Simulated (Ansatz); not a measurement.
```yaml
crystal:
  periodic: [false, false, false]
  atoms:
    - {symbol: Ti, position_ang: [-0.444443, -0.000488, -0.000676]}
    - {symbol: C, position_ang: [1.431228, 0.001572, 0.002175]}
    - {symbol: H, position_ang: [2.024948, 0.930907, 0.000387]}
    - {symbol: H, position_ang: [2.026980, -0.926456, 0.005771]}
basis:
  gaussian: {orbitals: def2-TZVP}
hamiltonian: {xc: pbe0}
relax: {f_tol: 0.004, max_steps: 80}
```

```sh
$ ansatz run in.yaml --threads 1 --pin off --events-out ev --progress --plain --max-ram 2176MiB
```

Steps of the relaxation (energy above the last step; positions in Å, forces in eV/Å):

```
4
step 1, 57.8 meV
Ti   -0.444    0.000   -0.001    1.468    0.002    0.002
C     1.431    0.002    0.002   -1.055   -0.001   -0.002
H     2.025    0.931    0.000   -0.206   -0.285    0.001
H     2.027   -0.926    0.006   -0.206    0.285   -0.001
```

```
4
step 2, 8.1 meV
Ti   -0.408    0.000   -0.001    0.587    0.001    0.001
C     1.423    0.002    0.002   -0.441    0.000   -0.001
H     2.011    0.925    0.000   -0.073   -0.072    0.000
H     2.013   -0.921    0.006   -0.073    0.072    0.000
```

```
4
step 3, 0.1 meV
Ti   -0.386    0.000   -0.001   -0.046    0.000    0.000
C     1.419    0.002    0.002    0.062    0.000    0.000
H     2.002    0.925    0.000   -0.008    0.009    0.000
H     2.004   -0.920    0.006   -0.008   -0.009    0.000
```

```
4
step 4, 0.0 meV
Ti   -0.387    0.000   -0.001   -0.002    0.000    0.000
C     1.419    0.002    0.002    0.015    0.000    0.000
H     2.002    0.925    0.000   -0.007    0.003    0.000
H     2.004   -0.921    0.006   -0.007   -0.003    0.000
```

```
4
step 5, 0.0 meV
Ti   -0.386    0.000   -0.001    0.000    0.000    0.000
C     1.420    0.002    0.002    0.000    0.000    0.000
H     2.001    0.926    0.000    0.000    0.000    0.000
H     2.003   -0.921    0.006    0.000    0.000    0.000
```

Close pairs at the end: C2–H4 1.092 Å, C2–H3 1.092 Å, Ti1–C2 1.806 Å, Ti1–H3 2.561 Å, Ti1–H4 2.561 Å.

A stationary point of restricted PBE0 after 5 steps (its stability towards spin polarisation wasn't tested); no frequencies were run, so it isn't proven a minimum. 27 s on 1 thread of Arm Neoverse V2, shared host.
